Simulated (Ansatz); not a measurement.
Basis-set extrapolation for `COC(=S)CCl` (PBE0-D4/def2-TZVP geometry, frozen core, Ansatz 0.2.0). Multiplicity 1, RHF reference.

|  | def2-TZVPP | def2-QZVPP |
| --- | --- | --- |
| HF | -1048.471857 | -1048.504510 |
| MP2 correlation | -1.097242 | -1.182928 |
| CCSD(T) correlation | -1.199327 | not run |

Energies in hartree. Use E(X) = E(∞) + A·exp(−7.88·√X) for Hartree–Fock and E(X) = E(∞) + B·X^(−2.97) for correlation, with X = 3 and 4, and add CCSD(T) minus MP2 of the smaller set to the MP2 limit.

Problem. What is the CCSD(T) energy at the basis-set limit?

Solution. HF limit: -1048.504510 + (-0.032653) × 0.13774 = -1048.50901. MP2 limit: -1.182928 + (-0.085686) × 0.74074 = -1.24640. Higher-order term: -1.199327 − (-1.097242) = -0.10208. Total: -1049.85749 hartree, 116.9 kcal/mol below CCSD(T)/def2-TZVPP.
